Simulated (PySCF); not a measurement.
Breaking a bond: C₂H₂, SMILES C#C, singlet. The C1–H4 bond (C1 also carries C; H4 carries nothing else) is varied alone, starting from the PBE0/def2-TZVP optimised geometry.

- UKS-PBE0 = unrestricted PBE0/6-31G run with PySCF
- RKS-PBE = restricted PBE/6-31G (PySCF 2.14.0)
- UHF/6-31G (PySCF)

Magnitude of the dipole moment (D; its direction can reverse along the curve, and a method can change to another solution) and Mulliken charge of the fragment that holds C1:

```json
[
 {"R / Å": "0.85", "μ UKS-PBE0": "0.22", "q UKS-PBE0": "-0.09", "μ RKS-PBE": "0.21", "q RKS-PBE": "-0.04", "μ UHF": "0.23", "q UHF": "-0.15"},
 {"R / Å": "0.90", "μ UKS-PBE0": "0.16", "q UKS-PBE0": "-0.15", "μ RKS-PBE": "0.16", "q RKS-PBE": "-0.11", "μ UHF": "0.18", "q UHF": "-0.22"},
 {"R / Å": "0.96", "μ UKS-PBE0": "0.10", "q UKS-PBE0": "-0.20", "μ RKS-PBE": "0.10", "q RKS-PBE": "-0.16", "μ UHF": "0.11", "q UHF": "-0.27"},
 {"R / Å": "1.00", "μ UKS-PBE0": "0.06", "q UKS-PBE0": "-0.23", "μ RKS-PBE": "0.06", "q RKS-PBE": "-0.18", "μ UHF": "0.07", "q UHF": "-0.30"},
 {"R / Å": "1.02", "μ UKS-PBE0": "0.04", "q UKS-PBE0": "-0.24", "μ RKS-PBE": "0.04", "q RKS-PBE": "-0.19", "μ UHF": "0.05", "q UHF": "-0.31"},
 {"R / Å": "1.06", "μ UKS-PBE0": "0.00", "q UKS-PBE0": "-0.26", "μ RKS-PBE": "0.00", "q RKS-PBE": "-0.21", "μ UHF": "0.00", "q UHF": "-0.32"},
 {"R / Å": "1.09", "μ UKS-PBE0": "0.02", "q UKS-PBE0": "-0.26", "μ RKS-PBE": "0.02", "q RKS-PBE": "-0.22", "μ UHF": "0.03", "q UHF": "-0.33"},
 {"R / Å": "1.14", "μ UKS-PBE0": "0.07", "q UKS-PBE0": "-0.27", "μ RKS-PBE": "0.07", "q RKS-PBE": "-0.23", "μ UHF": "0.08", "q UHF": "-0.34"},
 {"R / Å": "1.17", "μ UKS-PBE0": "0.10", "q UKS-PBE0": "-0.28", "μ RKS-PBE": "0.09", "q RKS-PBE": "-0.23", "μ UHF": "0.11", "q UHF": "-0.34"},
 {"R / Å": "1.25", "μ UKS-PBE0": "0.17", "q UKS-PBE0": "-0.28", "μ RKS-PBE": "0.15", "q RKS-PBE": "-0.24", "μ UHF": "0.19", "q UHF": "-0.35"},
 {"R / Å": "1.31", "μ UKS-PBE0": "0.22", "q UKS-PBE0": "-0.28", "μ RKS-PBE": "0.20", "q RKS-PBE": "-0.23", "μ UHF": "0.26", "q UHF": "-0.34"},
 {"R / Å": "1.43", "μ UKS-PBE0": "0.33", "q UKS-PBE0": "-0.26", "μ RKS-PBE": "0.29", "q RKS-PBE": "-0.22", "μ UHF": "0.39", "q UHF": "-0.32"},
 {"R / Å": "1.59", "μ UKS-PBE0": "0.45", "q UKS-PBE0": "-0.23", "μ RKS-PBE": "0.38", "q RKS-PBE": "-0.20", "μ UHF": "0.42", "q UHF": "-0.26"},
 {"R / Å": "1.74", "μ UKS-PBE0": "0.56", "q UKS-PBE0": "-0.21", "μ RKS-PBE": "0.46", "q RKS-PBE": "-0.18", "μ UHF": "0.17", "q UHF": "-0.17"},
 {"R / Å": "1.92", "μ UKS-PBE0": "0.67", "q UKS-PBE0": "-0.19", "μ RKS-PBE": "0.54", "q RKS-PBE": "-0.16", "μ UHF": "0.11", "q UHF": "-0.09"},
 {"R / Å": "2.12", "μ UKS-PBE0": "0.50", "q UKS-PBE0": "-0.14", "μ RKS-PBE": "0.62", "q RKS-PBE": "-0.14", "μ UHF": "0.34", "q UHF": "-0.04"},
 {"R / Å": "2.33", "μ UKS-PBE0": "0.24", "q UKS-PBE0": "-0.10", "μ RKS-PBE": "0.69", "q RKS-PBE": "-0.13", "μ UHF": "0.48", "q UHF": "-0.02"},
 {"R / Å": "2.61", "μ UKS-PBE0": "0.12", "q UKS-PBE0": "-0.05", "μ RKS-PBE": "0.78", "q RKS-PBE": "-0.13", "μ UHF": "0.58", "q UHF": "-0.01"},
 {"R / Å": "2.84", "μ UKS-PBE0": "0.34", "q UKS-PBE0": "-0.03", "μ RKS-PBE": "0.85", "q RKS-PBE": "-0.12", "μ UHF": "0.62", "q UHF": "0.00"},
 {"R / Å": "3.18", "μ UKS-PBE0": "0.56", "q UKS-PBE0": "-0.01", "μ RKS-PBE": "—", "q RKS-PBE": "—", "μ UHF": "0.65", "q UHF": "0.00"},
 {"R / Å": "3.72", "μ UKS-PBE0": "0.70", "q UKS-PBE0": "0.00", "μ RKS-PBE": "—", "q RKS-PBE": "—", "μ UHF": "0.66", "q UHF": "0.00"}
]
```

Dashes: no converged value, or the column stops at the first point that the program doubted or that broke a chosen test of continuity, which isn't proof of a fault.

The unrestricted determinant behind UKS-PBE0 is spin-contaminated at 2.12 to 3.72 Å (<S²> up to 1.0, against 0.00 for a pure singlet). The restricted form behind RKS-PBE keeps the bonding electrons paired and can't separate into open-shell fragments. The unrestricted determinant behind UHF is spin-contaminated at 1.59 to 3.72 Å (<S²> up to 1.4, against 0.00 for a pure singlet).
